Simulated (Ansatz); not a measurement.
This Ansatz (a first-principles code) input (CCSD(T)/cc-pCVQZ) gives -558.98133 Eh with 193 basis functions. A basis named .json is the Basis Set Exchange file of that set (core-valence sets with the plain set on hydrogen).

Ansatz 0.2 input:
```yaml
crystal:
  periodic: [false, false, false]
  atoms:
    - {symbol: F, position_ang: [-0.00000000, -0.00000000, -1.00770435]}
    - {symbol: Cl, position_ang: [0.00000000, 0.00000000, 0.53349054]}
basis:
  gaussian:
    orbitals: cc-pCVQZ.json
total_charge: 1
magnetization: {spin_polarized: true, initial_magnetization: 1}
correlation: {method: ccsd_t, electrons: outside_noble_gas}
```

Change:
```diff
- orbitals: cc-pCVQZ.json
+ orbitals: cc-pV_D+d_Z.json
```

Q: What does the run give now?

A: -558.75030 Eh (CCSD(T)/cc-pV(D+d)Z, 37 functions), a change of +231.03 mEh.
